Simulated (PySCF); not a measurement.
Consider `C[O-]` ([CH3O]-). Coordinates in Å; atoms count from 1 in this order:
```
C     0.0444   -0.0041   -0.0114
O     1.3451   -0.1788   -0.1559
H    -0.2999    0.4636    0.9801
H    -0.4671    0.6765   -0.7831
H    -0.6056   -0.9501   -0.0640
```

These are calculated values, ωB97X-D3(BJ)/ma-def2-TZVP in PySCF (grid level 2) at geometries from PBE0-D3(BJ)/ma-def2-SVP. Zero-point and thermal terms (298.15 K, 1 bar) come from unscaled PBE0-D3(BJ)/ma-def2-SVP harmonic frequencies, with soft modes damped to free rotors in the entropy.

(1) What are the vertical and the adiabatic detachment energy for forming the radical?

(2) Where does the unpaired spin of the relaxed radical sit?

(3) How far is −ε(HOMO) from the vertical value by ΔSCF?

## Answers

(1) 1.68 eV vertical and 1.47 eV adiabatic, the latter with zero-point energy.

(2) O2 (anionic oxygen) 0.91, H (on C1) 0.10 (intrinsic atomic orbital populations).

(3) −ε(HOMO) = 1.77 eV, which is 0.09 eV above the ΔSCF value.
